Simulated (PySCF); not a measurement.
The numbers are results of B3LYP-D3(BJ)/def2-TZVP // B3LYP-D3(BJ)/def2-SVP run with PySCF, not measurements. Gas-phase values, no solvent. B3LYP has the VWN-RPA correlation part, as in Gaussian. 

Reference species (SMILES): `O` (neutral, multiplicity 1).

| Item | Value |
|---|---|
| dipole moment | 2.10 D |
| HOMO–LUMO gap | 8.96 eV |

Changed species: `N` (free base NH3; the reference has free base H2O).

Problem. What does the change do to the dipole moment and HOMO–LUMO gap?

Solution. the dipole moment decreases by 0.32 D, to 1.78 D; the HOMO–LUMO gap falls by 0.93 eV, to 8.03 eV.
